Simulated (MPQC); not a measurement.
# HBS (SMILES B=S) at 3 levels

We compute a comparison of 3 runs (HF/3-21G, SVWN5/pcseg-1, MP2/6-31G**) of HBS. 

The calculation is run with MPQC 2.3.1.

1 further run of the same task is left out (set aside as unsound or not needed).

### Step 1. The system as given

HBS: 3 atoms, total charge 0, spin state singlet. SMILES: `B=S`. Geometry: relaxed at GFN2-xTB.

Bond lengths: B1–S2 1.592 Å, B1–H3 1.144 Å. Angles: S2–B1–H3 179.9°.

### Step 2. Energy and forces at HF/3-21G (run 1)

Input file input.in:

```
% BHS
molecule<Molecule>: (
    symmetry = c1
    unit = bohr
    { atoms geometry } = {
        B  [ -0.07753546 -0.03042459 0.26936156 ]
        S  [ 0.74704653 0.27686377 -2.60717955 ]
        H  [ -0.66952997 -0.24643918 2.33779909 ]
    }
)
basis<GaussianBasisSet>: (
    name = "3-21G"
    molecule = $:molecule
    basisdir = "."
    puream = yes
)
mpqc: (
    checkpoint = no
    savestate = no
    restart = no
    do_energy = yes
    do_gradient = yes
    optimize = no
    mole<CLHF>: (
        molecule = $:molecule
        basis = $:basis
        total_charge = 0
        memory = 1000000000
        print_evals = yes
        print_npa = yes
        maxiter = 120
        value_accuracy = 1e-08
        guess_wavefunction<CLHF>: (
            molecule = $:molecule
            total_charge = 0
            memory = 1000000000
            value_accuracy = 1e-3
            basis<GaussianBasisSet>: (
                name = "STO-2G"
                molecule = $:molecule
            )
        )
    )
)
```

The basis set 3-21G is read from a file made from the Basis Set Exchange's data (not shown).

Launch:

```sh
$ mpqc input.in > input.out
```

Output:

```text
MPQC: Massively Parallel Quantum Chemistry
[...]
  LUMO is    12   A =   0.088614
  total scf energy = -420.6969197667
[...]
Value of the MolecularEnergy: -420.6969197667
  Gradient of the MolecularEnergy:
      1    0.0044417443
      2    0.0015279019
      3   -0.0155856452
      4   -0.0068819214
      5   -0.0025034703
      6    0.0240510136
      7    0.0024401771
      8    0.0009755684
      9   -0.0084653684
  Function Parameters:
    value_accuracy    = 5.184503e-09 (1.000000e-08) (computed)
[...]
      symmetry = c1
[...]
```

It took 0.14 s on 1 thread of Arm Neoverse V1, shared host.

### Step 3. Energy and forces at SVWN5/pcseg-1 (run 2)

Input file input.in:

```
% emacs should use -*- KeyVal -*- mode
molecule<Molecule>: (
   symmetry = c1
   unit = bohr
   { atoms geometry } = {
      B  [ -0.07753546  -0.03042459   0.26936156 ]
      S  [ 0.74704653   0.27686377  -2.60717955 ]
      H  [ -0.66952997  -0.24643918   2.33779909 ]
   }
)
basis<GaussianBasisSet>: (
   name = "pcseg-1"
   molecule = $:molecule
   basisdir = "."
   puream = yes
)
mpqc: (
   checkpoint = no
   savestate = no
   restart = no
   do_energy = yes
   do_gradient = yes
   optimize = no
   mole<CLKS>: (
      molecule = $:molecule
      basis = $:basis
      total_charge = 0
      memory = 1000000000
      print_evals = yes
      print_npa = yes
      maxiter = 120
      value_accuracy = 1e-08
      functional<StdDenFunctional>: ( name = "SVWN5" )
      integrator<RadialAngularIntegrator>: ( grid = xfine )
      guess_wavefunction<CLHF>: (
         molecule = $:molecule
         total_charge = 0
         memory = 1000000000
         value_accuracy = 1e-3
         basis<GaussianBasisSet>: (
            name = "MINI (Huzinaga)"
            molecule = $:molecule
         )
      )
   )
)
```

The basis set pcseg-1 is read from a file made from the Basis Set Exchange's data (not shown).

Launch:

```sh
$ mpqc input.in > input.out
```

Output:

```text
MPQC: Massively Parallel Quantum Chemistry
[...]
  Integrated electron density error = -0.000123207330
  iter     1 energy = -421.7592371487 delta = 2.29459e-01
  Integrated electron density error = 0.000020287583
  iter     2 energy = -421.7859255690 delta = 4.50586e-02
[...]
  Integrated electron density error = -0.000000059469
  iter    12 energy = -421.9708300269 delta = 3.44717e-07
  Integrated electron density error = -0.000000059464
  iter    13 energy = -421.9708300269 delta = 6.45377e-08
  Integrated electron density error = -0.000000059464
  iter    14 energy = -421.9708300269 delta = 1.83983e-08
[...]
  LUMO is    12   A =  -0.083952
  total scf energy = -421.9708300269
[...]
  Integrated electron density error = -0.000000063312
  Total Gradient:
[...]
Value of the MolecularEnergy: -421.9708300269
  Gradient of the MolecularEnergy:
      1   -0.0028966063
      2   -0.0011352793
      3    0.0100640608
      4   -0.0048703606
      5   -0.0017664078
      6    0.0170257223
      7    0.0077669669
      8    0.0029016871
      9   -0.0270897831
  Closed Shell Kohn-Sham (CLKS) Parameters:
    Function Parameters:
[...]
        symmetry = c1
[...]
```

Run time: 2.7 s. Hardware: 1 thread of Arm Neoverse V1, shared host.

### Step 4. Energy and gradient at MP2/6-31G(d,p) (spherical functions) (run 3)

Input file run.in:

```
% emacs should use -*- KeyVal -*- mode
molecule<Molecule>: (
   symmetry = c1
   unit = angstrom
   { atoms geometry } = {
      B  [ -0.041030 -0.016100 0.142540 ]
      S  [ 0.395320 0.146510 -1.379660 ]
      H  [ -0.354300 -0.130410 1.237110 ]
   }
)
basis<GaussianBasisSet>: (
   name = "6-31G**"
   molecule = $:molecule
   basisdir = "."
   puream = yes
)
mpqc: (
   checkpoint = no
   savestate = no
   restart = no
   do_energy = yes
   do_gradient = yes
   optimize = no
   mole<MBPT2>: (
      molecule = $:molecule
      basis = $:basis
      memory = 1000000000
      method = mp
      nfzc = 6
      reference<CLHF>: (
         molecule = $:molecule
         basis = $:basis
         total_charge = 0
         memory = 1000000000
         print_evals = yes
         maxiter = 120
         value_accuracy = 1e-08
         guess_wavefunction<CLHF>: (
            molecule = $:molecule
            total_charge = 0
            memory = 1000000000
            value_accuracy = 1e-3
            basis<GaussianBasisSet>: (
               name = "3-21G"
               molecule = $:molecule
            )
         )
      )
   )
)
```

The basis set 6-31G** is read from a file made from the Basis Set Exchange's data (not shown).

Launch:

```sh
$ mpqc -o run.out run.in
```

Output:

```text
MPQC: Massively Parallel Quantum Chemistry
[...]
  LUMO is    12   A =   0.099423
  total scf energy = -422.7914267945
[...]
  MP2 correlation energy [au]:         -0.200004365150
  MP2 energy [au]:                   -422.991431159604
[...]
Value of the MolecularEnergy: -422.9914311596
  Gradient of the MolecularEnergy:
      1   -0.0001908804
      2   -0.0001602387
      3    0.0006024304
      4   -0.0037568385
      5   -0.0013499688
      6    0.0131413144
      7    0.0039477189
      8    0.0015102075
      9   -0.0137437448
[...]
        symmetry = c1
[...]
```

Wall time 1.8 s (1 thread of Arm Neoverse V1, shared host).

### Step 5. Overview of the runs

| run | level | starting guess | integration grid | energy (Eh) | HOMO energy (eV) | LUMO energy (eV) | HOMO–LUMO gap (eV) | wall time |
| --- | --- | --- | --- | --- | --- | --- | --- | --- |
| 1 | HF/3-21G | STO-2G | – | -420.696920 | -11.21 | 2.41 | 13.62 | 0.14 s |
| 2 | SVWN5/pcseg-1 | MINI (Huzinaga) | xfine | -421.970830 | -7.65 | -2.28 | 5.36 | 2.7 s |
| 3 | MP2/6-31G** (spherical functions) | 3-21G | – | -422.991431 | -10.94 | 2.71 | 13.64 | 1.8 s |

### Step 6. Outcome

```
                                          quantity          value
                               run 3: total energy  -422.99143 Eh
        run 3: HOMO energy (Hartree–Fock orbitals)      -10.94 eV
        run 3: LUMO energy (Hartree–Fock orbitals)        2.71 eV
      run 3: HOMO–LUMO gap (Hartree–Fock orbitals)       13.64 eV
run 3: correlation energy (6 core orbitals frozen)     -200.0 mEh
                   run 3: largest force on an atom     0.739 eV/Å
```

All runs together took 4.7 s, the longest 2.7 s.
